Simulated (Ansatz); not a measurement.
```xyz
5

C    -0.758   -0.323   -0.446
N    -0.789   -0.133    0.829
Al    0.858    0.309    0.150
H    -1.587   -0.695   -1.062
H     2.277    0.842    0.530
```

Total charge 0; spin multiplicity 1.

Q: List the r2SCAN/def2-TZVPP orbital energies in eV (Ansatz). (An estimate is asked.)

A: Computed: Occupied: -1517.37, -384.92, -274.15, -110.95, -71.30, -71.10, -71.03, -23.35, -14.11, -11.00, -9.74, -8.79, -8.60, -4.65. Lowest empty: -1.68, -1.35, -1.22, -0.23, 2.87, 3.46, 3.87, 3.97.
